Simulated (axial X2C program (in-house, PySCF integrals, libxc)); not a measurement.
## Potential curves of SiS, two-component

Calculated with an axial X2C code built on PySCF integrals. Two-component (2c) means X2C with spin–orbit coupling and atomic mean-field two-electron Coulomb and Gaunt terms. Basis: S dyall-av3z [9s8p3d2f], Si dyall-v3z [8s7p2d1f] (cores contracted in-house); Gaussian nuclei, density fitting, unrestricted open shells. Masses: S 31.972 u, Si 27.977 u.

State: Ω = 0 (closed shell). Energies in eV from the fragments at the same level (S + Si). Fits are polynomials in 1 − R0/R over 0.85 to 1.23 times the lowest point R0.

| R (Å) | PBE0 |
| --- | --- |
| 1.6869 | -4.6154 |
| 1.7645 | -5.4687 |
| 1.8227 | -5.8386 |
| 1.8808 | -6.0316 |
| 1.9390 | -6.0869 |
| 2.0069 | -6.0182 |
| 2.0747 | -5.8429 |
| 2.1620 | -5.5074 |
| 2.2686 | -4.9918 |
| 2.4238 | -4.1417 |

The state is a single determinant with fixed occupations, the lowest that a limited PBE0 search found. The closed shell is kept restricted, so the energy runs too high when the bond is stretched far. De is counted from the lowest determinant-based energies of the atoms at the same level, without counterpoise correction. A 2c atom that is not at its ground J level misses part of its spin–orbit lowering, and De is too large by that part (0.04 eV or less for light atoms). This holds for PBE0. The functionals have no current-density term, which raises determinants with orbital currents, atoms included.

Question: Fit the PBE0 curve near its minimum: give the equilibrium distance, the harmonic wavenumber and the well depth.

Answer: At PBE0, 2c: Re = 1.938 Å, ωe ≈ 759 cm⁻¹, De = 6.09 eV to S + Si; Be follows as 0.301 cm⁻¹.
